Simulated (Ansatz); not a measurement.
```yaml
crystal:
  periodic: [false, false, false]
  atoms:
    - {symbol: Ge, position_ang: [0.000000, 0.000000, -2.004094]}
    - {symbol: Si, position_ang: [0.000000, 0.000000, 0.244585]}
    - {symbol: O, position_ang: [0.000000, 0.000000, 1.759509]}
basis:
  gaussian: {orbitals: def2-TZVP}
hamiltonian: {xc: pbe0}
relax: {f_tol: 0.004, max_steps: 80}
```

```sh
$ ansatz run in.yaml --threads 1 --pin off --events-out ev --progress --plain --max-ram 2176MiB
```

Steps of the relaxation (energy above the last step; positions in Å, forces in eV/Å):

```
3
step 1, 46.8 meV
Ge    0.000    0.000   -2.004    0.000    0.000   -1.081
Si    0.000    0.000    0.245    0.000    0.000    0.878
O     0.000    0.000    1.760    0.000    0.000    0.203
```

```
3
step 2, 2.6 meV
Ge    0.000    0.000   -2.051    0.000    0.000   -0.229
Si    0.000    0.000    0.267    0.000    0.000    0.187
O     0.000    0.000    1.784    0.000    0.000    0.042
```

```
3
step 3, 0.0 meV
Ge    0.000    0.000   -2.065    0.000    0.000   -0.017
Si    0.000    0.000    0.274    0.000    0.000    0.019
O     0.000    0.000    1.791    0.000    0.000   -0.002
```

```
3
step 4, 0.0 meV
Ge    0.000    0.000   -2.066    0.000    0.000    0.000
Si    0.000    0.000    0.275    0.000    0.000    0.003
O     0.000    0.000    1.792    0.000    0.000   -0.003
```

Close pairs at the end: Si2–O3 1.517 Å, Ge1–Si2 2.341 Å.

A stationary point of restricted PBE0 after 4 steps (its stability towards spin polarisation wasn't tested); no frequencies were run, so it isn't proven a minimum. 18 s on 1 thread of Arm Neoverse V1, shared host.
